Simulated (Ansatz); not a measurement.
A made-up structure of CH3SSi (charge -1), singlet:

C1  (-0.183, -0.064, -0.504)
Si2  (-0.592, 0.450, 1.043)
S3  (0.274, -1.590, 0.599)
H4  (-1.058, -0.202, -0.948)
H5  (0.720, 0.330, -1.145)
H6  (0.840, 1.076, 0.955)
(Å)

It is relaxed with PBE-D4/def2-SVPD and then PBE0-D4/def2-TZVPD (Ansatz 0.2.0). Atoms count as bonded within 1.22 times the sum of their covalent radii (H–H: 0.88 Å). The end point is not checked to be a true minimum.

Task: Does its bonding change? (A judgement: the text doesn't fix the answer.)

Result: The calculation gives: No: no bond forms or breaks.

Where it ends: The first stage lowers the energy by 1.62 eV in 7 steps. It ends as CH₃SSi ([CH2]1[SiH][S]1), total charge -1:
C1  (-0.221, -0.130, -0.597)
Si2  (-0.460, 0.539, 1.189)
S3  (0.242, -1.487, 0.529)
H4  (-1.104, -0.357, -1.194)
H5  (0.609, 0.225, -1.208)
H6  (0.934, 1.209, 1.281)
(Å)

Labels in which every atom is bracketed show which atoms are joined, not bond orders.

For scale, one of the runs: PBE0-D4/def2-TZVPD relaxation, 153 basis functions, launched by `ansatz run in.yaml --threads 2 --pin off --events-out ev --progress --plain --max-ram 4352MiB`. The run took about 23 s on 2 CPU threads of an Intel Xeon Platinum 8259CL (shared host).
